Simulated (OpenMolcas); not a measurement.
**Potential curves of BS: spin-free states**

Computed with OpenMolcas 26.06: state-averaged CASSCF(7,7) over S 3p, B 2s 2p, XMS-CASPT2 (IPEA 0.25, imaginary shift 0.2 hartree), scalar X2C, ANO-RCC-VTZP, then RASSI spin–orbit state interaction with atomic mean-field integrals. C2 symmetry about the axis (a holds Σ, Δ, Γ; b holds Π, Φ, H; Σ⁺ and Σ⁻ are not told apart); roots by multiplicity and irrep: 2a 5, 2b 4, 4a 4.

XMS-CASPT2 energies in eV from the lowest point. Curves are followed by energy order within each symmetry, so they are adiabatic and may change character at avoided crossings; Σ⁺ and Σ⁻ are counted together.

```
R (Å)  (1)2Σ  (1)2Π  (1)4Δ  (2)4Σ
1.385  1.803  5.875  8.183  8.766
1.465  0.682  4.224  6.500  7.052
1.538  0.173  3.278  5.502  6.024
1.610  0.000  2.638  4.875  5.351
1.690  0.079  2.243  4.481  4.910
1.771  0.347  2.079  4.314  4.693
1.884  0.904  2.059  4.331  4.648
2.029  1.742  2.273  4.581  4.823
2.254  2.994  2.802  5.123  5.274
2.576  4.398  3.679  5.681  5.750
3.059  5.568  4.759  5.902  5.931
3.703  5.806  5.557  5.936  5.952
```

Problem. With masses 31.972 and 11.009 u, fit the curves (1)2Σ near their minima.

Solution. At XMS-CASPT2, Te from the lowest curve (the fit fixes ωe to a per cent or two; the method's Re and ωe can be off by some per cent):

```
curve  Te (cm⁻¹)  Re (Å)  ωe (cm⁻¹)
(1)2Σ          0   1.623     1172.8
```

Left out for impure symmetry, kinks or missing points, though low: (1)4Σ, (2)2Π, (2)2Σ, (3)2Σ, (1)2Δ. Only roots inside an energy window near the equilibrium distance were included, so the list of states is not complete; labels number the states computed. Each spin and symmetry block has orbitals of its own, averaged over its own roots, so gaps between blocks are less sure than gaps within one and near the minimum can be off by tenths of an eV, in bad cases by more. No Rydberg orbitals are active, so Rydberg states, and σ→σ* states whose orbital the CASSCF left unused, can be missing between those listed. CASPT2 splits the two components of degenerate states numerically, here by up to 73 cm⁻¹. At stretched bonds a block can hold a wrong CASSCF solution and miss its lowest state; points past a visible jump are left out. No roots were computed in block 4b (none fell in the window or the block failed), so states of that kind are missing and can lie low or lowest. Points that failed a check (symmetry, reference weights, a jump) are left out.
